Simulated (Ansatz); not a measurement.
System: fluorite SrCl2. Method: PBE-D4 (Ansatz, a first-principles code, plane waves, PAW).

Run with plane-wave cutoff 520 eV, 8×8×8 k mesh, Fermi–Dirac smearing 0.01 eV, scalar-relativistic PAW data made under PBE.

Response to compression and expansion:

```tsv
V (Å³/atom)	P (GPa)	direct gap at Γ (eV)	smallest gap on the k mesh (eV)
26.504	2.58	5.963	5.470
27.068	1.63	5.870	5.484
27.632	0.77	5.780	5.437
28.196	0.00	5.693	5.357
28.760	-0.69	5.608	5.280
29.324	-1.31	5.526	5.205
29.888	-1.86	5.446	5.133
```

The fundamental gap (5.36 eV at the equilibrium volume, with added k points) lies elsewhere than Γ–Γ.

Measured, for comparison: band gap 7.5 eV (temperature not stated, no zero-point or thermal correction; as tabulated in Aguado et al. (1999), arXiv:cond-mat/9901145).

Spin–orbit coupling is not included.
